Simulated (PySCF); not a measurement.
## HF beside CCSD(T) along the second period: bonds to F

HF and CCSD(T) in PySCF with def2-SVPD on every atom, for the lowest determinant that a PBE0 search found; no spin–orbit coupling.

| molecule | state (unpaired electrons) | HF Re (Å) | HF ωe (cm⁻¹) | HF De (eV) | CCSD(T) Re (Å) | CCSD(T) ωe (cm⁻¹) | CCSD(T) De (eV) |
| --- | --- | --- | --- | --- | --- | --- | --- |
| LiF | singlet (closed shell) | 1.576 | 925 | 4.13 | 1.595 | 886 | 5.88 |
| BF | singlet (closed shell) | 1.257 | 1447 | 5.87 | 1.286 | 1330 | 7.47 |
| CF | doublet (π ↑) | 1.257 | 1411 | 3.51 | 1.287 | 1283 | 5.37 |
| F2 | singlet (closed shell) | 1.331 | 1230 | -1.60 | ? | ? | ? |

(1) Estimate the CCSD(T) values of F2 by adding the mean shift from HF to CCSD(T) of the other rows, and compare with the calculation.

(2) What are the mean differences of HF from CCSD(T) over the whole series?

In a basis of this size CCSD(T) is itself not converged; it tends to give bonds that are too long and too weak.

Correlated steps freeze the inner cores (1 to 2 orbitals); shallow outer-core shells are correlated. Correlated levels converge slowly with the basis: in double zeta they bind strong bonds too weakly, by up to about 1 eV, and carry superposition errors of some tenths. Where the molecule has an RHF reference, its open-shell atoms are computed with UHF. A negative De means that the minimum lies above the separated atoms at that level. States were picked by a PBE0 search and need not be the measured ground states.

Answers

(1) The mean shifts are +2.6 pm, -95 cm⁻¹ and +1.74 eV, which give 1.357 Å, 1135 cm⁻¹ and 0.14 eV. CCSD(T)/def2-SVPD gives Re = 1.442 Å, ωe = 819 cm⁻¹, De = 1.25 eV.

(2) Re -4.7 pm, ωe +174 cm⁻¹, De -2.02 eV.
